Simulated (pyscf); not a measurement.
Structures and frequencies: ωB97X-D3(BJ)/def2-SVP in PySCF.

For the elementary gas-phase step H₂B–OH (SMILES BO) + HCl (SMILES Cl) → HO–BH–Cl (SMILES OBCl) + H₂ (SMILES [H][H]) (singlet surface; B–H, Cl–H broken, B–Cl, H–H formed), what barrier and reaction energy does ωB97M-D3(BJ)/def2-TZVP give, measured from the separated reactants?

ΔE‡ = 21.4 kcal/mol, ΔE = -19.3 kcal/mol. Zero-point energy shifts the barrier by +0.8 kcal/mol. It is a four-centre exchange, with an imaginary mode of 986i cm⁻¹. One saddle was located; it need not be the lowest between these sides.
